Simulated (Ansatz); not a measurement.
## hcp Ru: elastic constant C66 by level of theory

No measured value is used here.

Put these levels in order of the elastic constant C66 that they give for hcp Ru, smallest first: LDA (Ansatz, an electronic-structure program), PBE (Ansatz), r²SCAN (Ansatz).

PBE (193 GPa), r²SCAN (206 GPa), LDA (221 GPa)

Unless a cell is named, each level is at its own relaxed cell (LDA 13.09, PBE 13.77, r²SCAN 13.49 Å³/atom).

Each level is taken at its own relaxed cell. Cutoffs differ between the levels. Ansatz's density-functional and Hartree–Fock values are scalar-relativistic unless marked +SOC, with PAW data made under PBE.
